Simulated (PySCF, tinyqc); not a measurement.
Inside a calculation. Method: RHF in the sto-6g basis, for BH, spin multiplicity 1. This run ends on a higher stationary point, not on the lowest solution. The lowest restricted solution is unstable here: a spin-polarised one lies 0.0910 hartree lower (PySCF). One step of it, computed by the program tinyqc.

Question. Iteration 10 (converged): orbitals. Diagonalise F' = X^T F X, C = X C', fill 3 alpha and 3 beta electrons from the bottom; D = 2 C_occ C_occ^T. Each column has its largest component positive (the first on a tie).

converged F (hartree), lower triangle:
```
,1B 1s,1B 2s,1B 2px,1B 2py,1B 2pz,2H 1s
1B 1s,-7.300662
1B 2s,-2.063768,-0.729956
1B 2px,0.000000,0.000000,0.330678
1B 2py,0.000000,0.000000,0.107086,-0.040927
1B 2pz,0.009072,-0.030058,0.000000,0.000000,0.341707
2H 1s,-0.033376,-0.169764,0.000000,0.000000,-0.094511,-0.121677
```

X, lower triangle:
```
,1B 1s,1B 2s,1B 2px,1B 2py,1B 2pz,2H 1s
1B 1s,1.027854
1B 2s,-0.139187,1.031111
1B 2px,0.000000,0.000000,1.000000
1B 2py,0.000000,0.000000,0.000000,1.000000
1B 2pz,-0.000738,0.004226,0.000000,0.000000,1.005301
2H 1s,0.007248,-0.047363,0.000000,0.000000,-0.059798,1.008503
```

Give: F' = X^T F X; orbital energies; coefficients C; D after iteration 10.

Answer.

F' = X^T F X (hartree), lower triangle:
```
,1,2,3,4,5,6
1,-7.1369
2,-1.0786,-0.3095
3,0.0000,0.0000,0.3307
4,0.0000,0.0000,0.1071,-0.0409
5,0.0101,-0.0177,0.0000,0.0000,0.3561
6,0.0311,-0.1512,0.0000,0.0000,-0.1090,-0.0962
```

orbital energies (hartree): MO1 -7.3032, MO2 -0.2873, MO3 -0.0696, MO4 0.0225, MO5 0.3593, MO6 0.3815

coefficients C:
```
,MO1,MO2,MO3,MO4,MO5,MO6
1B 1s,0.9946,-0.2098,0.0000,-0.2061,0.0000,-0.0114
1B 2s,0.0196,0.7306,0.0000,0.7404,0.0000,0.0495
1B 2px,0.0000,0.0000,-0.2585,0.0000,0.9660,0.0000
1B 2py,0.0000,0.0000,0.9660,0.0000,0.2585,0.0000
1B 2pz,-0.0010,0.0987,0.0000,-0.1480,0.0000,0.9913
2H 1s,-0.0011,0.6302,0.0000,-0.7344,0.0000,-0.2941
```

D after iteration 10, lower triangle:
```
,1B 1s,1B 2s,1B 2px,1B 2py,1B 2pz,2H 1s
1B 1s,2.0666
1B 2s,-0.2676,1.0684
1B 2px,0.0000,0.0000,0.1336
1B 2py,0.0000,0.0000,-0.4993,1.8664
1B 2pz,-0.0434,0.1442,0.0000,0.0000,0.0195
2H 1s,-0.2666,0.9208,0.0000,0.0000,0.1244,0.7943
```
